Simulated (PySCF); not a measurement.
ethylamine (C2H7N), SMILES CCN.

Geometry: B3LYP-D3(BJ)/def2-TZVP. Other conformers were not sampled.

Computed with M06-2X/def2-TZVPD (PySCF).

The molecule is in vacuum.

Computed frontier levels, gap, dipole moment and polarisability:
```yaml
highest_occupied_level: -8.33 eV
lowest_empty_level: 0.55 eV
orbital_gap: 8.88 eV
dipole_moment: 1.28 D
quadrupole, principal values (traceless, Buckingham form, about the centre of nuclear charge): -4.50, 1.58, 2.92 D·Å
mean_static_polarisability: 37.2 bohr³ (5.51 Å³)
polarisability_principal_values: 34.1, 36.5, 41.0 bohr³
```
